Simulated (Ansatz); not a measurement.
# ClH5NSi: the cost of one run

All numbers below are computed with Ansatz 0.2.0 (UKS B3LYP-D4/cc-pVDZ).

## 1. The structure to begin with

Bond lengths: Si1–Cl2 2.380 Å, Si1–H3 1.460 Å, Si1–H4 1.459 Å, Si1–H5 1.459 Å, Cl2–N6 2.030 Å, N6–H7 1.060 Å, N6–H8 1.060 Å. Angles: Si1–Cl2–N6 180.0°, Cl2–Si1–H3 109.5°, Cl2–Si1–H4 109.5°, Cl2–Si1–H5 109.5°, H3–Si1–H4 109.5°, H3–Si1–H5 109.5°, H4–Si1–H5 109.5°, Cl2–N6–H7 120.0°, Cl2–N6–H8 120.0°, H7–N6–H8 120.0°.

As a file:

```xyz
8

Si    0.0000    0.0000    0.0000
Cl    0.0000    0.0000    2.3800
H     1.3768    0.0000   -0.4862
H    -0.6877    1.1914   -0.4862
H    -0.6877   -1.1914   -0.4862
N     0.0000    0.0000    4.4100
H    -0.4960   -0.7725    4.9400
H     0.4960    0.7725    4.9400
```

## 2. Pulling towards end A

Springs on the bonds that form and break draw the guess towards this end; the thresholds are loose.

File input.yaml:

```yaml
crystal:
  periodic: [false, false, false]
  atoms:
    - { symbol: Si, position_ang: [0.0, 0.0, 0.0] }
    - { symbol: Cl, position_ang: [0.0, 0.0, 2.38] }
    - { symbol: H, position_ang: [1.3768, 0.0, -0.4862] }
    - { symbol: H, position_ang: [-0.6877, 1.1914, -0.4862] }
    - { symbol: H, position_ang: [-0.6877, -1.1914, -0.4862] }
    - { symbol: "N", position_ang: [0.0, 0.0, 4.41] }
    - { symbol: H, position_ang: [-0.496, -0.7725, 4.94] }
    - { symbol: H, position_ang: [0.496, 0.7725, 4.94] }
magnetization:
  spin_polarized: true
  initial_magnetization: 1
basis:
  gaussian: { orbitals: cc-pVDZ }
hamiltonian:
  xc: b3lyp
  dispersion: d4
relax:
  f_tol: 0.15
  max_steps: 25
  restrain:
    - { distance: [1, 5], at: 2.93, k: 30.0 }
    - { distance: [0, 1], at: 2.13, k: 30.0 }
output:
  orbitals: {}
```

Command:

```
$ ansatz run input.yaml --threads 2 --pin off --max-ram 3072MiB --backend cpu --events-out ev --progress --plain --runs-dir out
```

Q: Estimate wall time and peak memory on 2 threads of Arm Neoverse V1, shared host.

About 31 s, with a peak of 0.2 GiB.
